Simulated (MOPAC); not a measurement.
MOPAC input (PM7):

```
PM7 1SCF GEO-OK AUX(PRECISION=9) THREADS=1
C2H7N

C    -0.01831353 1   -0.22571553 1    1.21152738 1
N    -0.01645639 1    0.58055635 1    0.00241189 1
C    -0.04281511 1   -0.21633908 1   -1.21261938 1
H     0.79457957 1   -0.96984525 1    1.25371388 1
H     0.06101238 1    0.42028397 1    2.08676885 1
H    -0.96384423 1   -0.76890494 1    1.28362309 1
H     0.79201558 1    1.18956731 1   -0.00340397 1
H     0.76900106 1   -0.96005667 1   -1.27698220 1
H     0.01885451 1    0.43641726 1   -2.08426242 1
H    -0.98965234 1   -0.75902850 1   -1.26978846 1
```

From the last part of the output:

```
                                                       MOPAC v23.2.5 Linux

          FINAL HEAT OF FORMATION =         -3.33254 KCAL/MOL =     -13.94337 KJ/MOL

          COSMO AREA              =         91.79 SQUARE ANGSTROMS
          COSMO VOLUME            =         74.19 CUBIC ANGSTROMS

          IONIZATION POTENTIAL    =          8.975723 EV
          HOMO LUMO ENERGIES (EV) =         -8.976  3.308
          NO. OF FILLED LEVELS    =         10
          MOLECULAR WEIGHT        =         45.0840         POINT GROUP:  Cs

          MOLECULAR DIMENSIONS (Angstroms)

            Atom       Atom       Distance
            H     9    H     5     4.17128
            H     7    H    10     2.63532
            N     2    H     4     1.62913

          SCF CALCULATIONS        =          1

   ATOM   CHEMICAL          X               Y               Z
  NUMBER   SYMBOL      (ANGSTROMS)     (ANGSTROMS)     (ANGSTROMS)

     1       C         -0.01831353  *  -0.22571553  *   1.21152738  *
     2       N         -0.01645639  *   0.58055635  *   0.00241189  *
     3       C         -0.04281511  *  -0.21633908  *  -1.21261938  *
     4       H          0.79457957  *  -0.96984525  *   1.25371388  *
     5       H          0.06101238  *   0.42028397  *   2.08676885  *
     6       H         -0.96384423  *  -0.76890494  *   1.28362309  *
     7       H          0.79201558  *   1.18956731  *  -0.00340397  *
     8       H          0.76900106  *  -0.96005667  *  -1.27698220  *
     9       H          0.01885451  *   0.43641726  *  -2.08426242  *
    10       H         -0.98965234  *  -0.75902850  *  -1.26978846  *

                             CARTESIAN COORDINATES

   1    C       -0.018313530    -0.225715530     1.211527380
   2    N       -0.016456390     0.580556350     0.002411890
   3    C       -0.042815110    -0.216339080    -1.212619380
   4    H        0.794579570    -0.969845250     1.253713880
   5    H        0.061012380     0.420283970     2.086768850
   6    H       -0.963844230    -0.768904940     1.283623090
   7    H        0.792015580     1.189567310    -0.003403970
   8    H        0.769001060    -0.960056670    -1.276982200
   9    H        0.018854510     0.436417260    -2.084262420
  10    H       -0.989652340    -0.759028500    -1.269788460

           Empirical Formula: C2 H7 N  =    10 atoms

      MOLECULAR POINT GROUP   :   Cs

                  EIGENVALUES
 -35.48266 -24.66959 -22.85416 -17.13871 -15.33853 -15.32686 -13.39644 -12.68205
 -12.55665  -8.97572   3.30767   4.96874   5.44485   5.56424   5.59574   5.86130
   6.42212   6.72840   6.98383

              NET ATOMIC CHARGES AND DIPOLE CONTRIBUTIONS

  ATOM NO.   TYPE          CHARGE      No. of ELECS.   s-Pop       p-Pop
    1          C          -0.277378        4.2774     1.05385     3.22353
    2          N          -0.496430        5.4964     1.64638     3.85005
    3          C          -0.277378        4.2774     1.05385     3.22353
    4          H           0.113397        0.8866     0.88660
    5          H           0.143408        0.8566     0.85659
    6          H           0.146954        0.8530     0.85305
    7          H           0.243669        0.7563     0.75633
    8          H           0.113397        0.8866     0.88660
    9          H           0.143408        0.8566     0.85659
   10          H           0.146954        0.8530     0.85305
 DIPOLE           X         Y         Z       TOTAL
 POINT-CHG.     0.575    -0.943    -0.009     1.104
 HYBRID         0.852    -0.276    -0.010     0.895
 SUM            1.427    -1.219    -0.019     1.877

          ATOMIC ORBITAL ELECTRON POPULATIONS

     Atom    s        px        py        pz
    1  C   1.05385   1.15892   1.08277   0.98184
    2  N   1.64638   1.53265   1.25867   1.05873
    3  C   1.05385   1.15888   1.08457   0.98008
    4  H   0.88660
    5  H   0.85659
    6  H   0.85305
    7  H   0.75633
    8  H   0.88660
    9  H   0.85659
   10  H   0.85305

 **********************
 *                    *
 * JOB ENDED NORMALLY *
 *                    *
 **********************

 == MOPAC DONE ==
```
